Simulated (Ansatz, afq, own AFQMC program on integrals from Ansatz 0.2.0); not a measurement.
AlBH, doublet: AFQMC among the cluster methods

```yaml
atoms:
  - { symbol: B, position_ang: [0.0000, -0.1809, 1.8846] }
  - { symbol: Al, position_ang: [0.0000, 0.1131, -0.6897] }
  - { symbol: H, position_ang: [0.0000, -1.0864, -1.7505] }
```

Connectivity, by distances: B ··· AlH.

Basis 6-31G. Noble-gas cores (and the filled d shells of Ga–Kr and In–Xe) are frozen. Ansatz 0.2.0 and our own AFQMC program on the same integrals; the CISD trial comes from CCSD amplitudes, and released means the phaseless constraint is let go. ± is one standard error of the sampling.

Determinant: UHF, the one that the program's search chose, which needn't be the lowest solution. The geometry is a point of a scan.

Full CI on the same integrals is exact in this basis and with this determinant's frozen core.

Cautions: an unrestricted solution with more broken spin lies lower (10 meV, ⟨S²⟩ 1.50); strong correlation (T1 0.078, weight of the determinant 0.79, largest double 0.14); unrestricted determinant spin contaminated (⟨S²⟩ 1.16 against 0.75); the released energies have errors that jump between times, so the bars are unsure, so no released level is given (meV from the phaseless value at times in 1/Eh: -3.7 ± 2.0 at 0.24, -8.9 ± 2.0 at 0.51, -38 ± 20 at 0.99, -21 ± 5 at 1.62, -28.9 ± 1.4 at 2.40).

The T1 diagnostic is 0.0778, the weight of the determinant in the CISD state is 0.790 and the ⟨S²⟩ of the determinant is 1.157. The size of the correlated space is 7 electrons in 18 orbitals.

```json
{"level": "MP2", "correlation energy (eV)": "-1.4257"}
{"level": "CCSD", "correlation energy (eV)": "-2.4733"}
{"level": "CCSD(T)", "correlation energy (eV)": "-2.5601"}
```

Q: Estimate where phaseless AFQMC with a CISD trial lies against CCSD(T) on the same integrals.

A: 2.3 ± 0.2 kJ/mol below CCSD(T).

Reference: full CI, correlation energy -2.631 eV. The cautions show a poor starting determinant, so the rows tell how each method copes with it here, and full CI is the sure value.

```
        level  E − E(reference) (kJ/mol)  share of correlation (%)
      CCSD(T)                        6.8                     97.30
        CCSDT                        0.8                     99.70
     CCSDT(Q)                        0.0                     99.99
       CCSDTQ                        0.0                     99.99
ph-AFQMC/CISD                  4.6 ± 0.2                     98.19
```

CCSDT and higher add their correlation energy to the determinant of the CCSD(T) run, since their own runs factorise the integrals more tightly (a shift of under 2 meV). A walk keeps the symmetry of its determinant, which the program's search chose and which needn't be the lowest solution, so a lower state of the same spin and another symmetry isn't excluded.
